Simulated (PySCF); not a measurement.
PySCF input:

```python
from pyscf import gto, scf, mp, cc as ccmod

mol = gto.M(
    atom='''
    S    -0.00339682   -0.00829351    1.17788329
    C     0.00170050    1.27084117   -0.10510870
    C    -0.00115788   -1.20666460   -0.05900771
    C     0.00485736    0.80468746   -1.38105410
    C     0.00306320   -0.63891180   -1.30946501
    H     0.00173214    2.28649150    0.27241401
    H    -0.00306457   -2.25722682    0.20206005
    H     0.00490248   -1.27628193   -2.19279362
    ''',
    basis='cc-pvdz',
    charge=-1,
    spin=0,
    verbose=4,
)

mf = scf.RHF(mol)
mf.conv_tol = 1e-10
mf.max_cycle = 100
mf.kernel()
mp2 = mp.MP2(mf, frozen=9).run()
cc = ccmod.CCSD(mf, frozen=9)
cc.max_cycle = 100
cc.kernel()
et = cc.ccsd_t()
print(f'E(CCSD(T)) = {cc.e_tot + et:.9f}')
```

**Question.** What final total energy does it print?

**Answer.** -551.39029 Eh (CCSD(T)/cc-pVDZ).

It need not be the lowest isomer of its formula. Whether it binds its extra electron was not tested at this geometry.
